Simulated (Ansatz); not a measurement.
Barrier from H (doublet) + HCl (SMILES Cl) to the saddle point below; all geometries are those of the HTBH38 set.
```xyz
3

H      0.0000     0.0000     1.3406
Cl     0.0000     0.0000    -0.2033
H      0.0000     0.0000     2.1147
```
Charge 0, spin multiplicity 2.

Total energies in hartree (Ansatz, an electronic-structure program). Open shells are spin-unrestricted; no spin-orbit coupling. Cores are frozen in correlated methods. No relativity. For partners of very few electrons the exact lower level stands in for a higher one. The UHF reference of ClH2 (saddle point or complex, doublet) is spin-contaminated (<S^2> up to 0.03 over the pure value in the sets run).

```csv
species,HF/aug-cc-pV(T+d)Z,CCSD(T)/aug-cc-pV(T+d)Z,HF/aug-cc-pV(Q+d)Z,CCSD(T)/aug-cc-pV(Q+d)Z,CCSDT(Q)/aug-cc-pV(T+d)Z
1: H (doublet),-0.49982,-0.49982,-0.49995,-0.49995,-0.49982
"2: HCl (chlorane, SMILES Cl)",-460.10865,-460.34571,-460.11202,-460.36583,-460.34664
"3: ClH2 (complex or saddle point, doublet)",-460.58667,-460.83658,-460.59020,-460.85656,-460.83781
```

Q: Work out the barrier height (electronic, no zero-point energy) in kcal/mol: take Hartree-Fock from aug-cc-pV(Q+d)Z, extrapolate the CCSD(T) correlation energy as X^-3 (X = 3, 4), and add CCSDT(Q) - CCSD(T) in aug-cc-pV(T+d)Z. 1 hartree = 627.51 kcal/mol.

A: 
Species 1: correlation (64·(0.00000) - 27·(0.00000))/37 = 0.00000; step +0.00000; E1 = -0.49995 + (0.00000) + (+0.00000) = -0.49995
Species 2: correlation (64·(-0.25381) - 27·(-0.23706))/37 = -0.26603; step -0.00093; E2 = -460.11202 + (-0.26603) + (-0.00093) = -460.37898
Species 3: correlation (64·(-0.26636) - 27·(-0.24991))/37 = -0.27836; step -0.00123; E3 = -460.59020 + (-0.27836) + (-0.00123) = -460.86979
-1·E1 -1·E2 +1·E3 = 0.00914 hartree = 5.7 kcal/mol. Published benchmark value: 5.7 kcal/mol (Zhao et al., J. Phys. Chem. A 109, 2012 (2005), HTBH38), a best estimate, not a measurement. The composite differs from it by +0.0 kcal/mol; core, relativistic and spin-orbit terms are not in it.
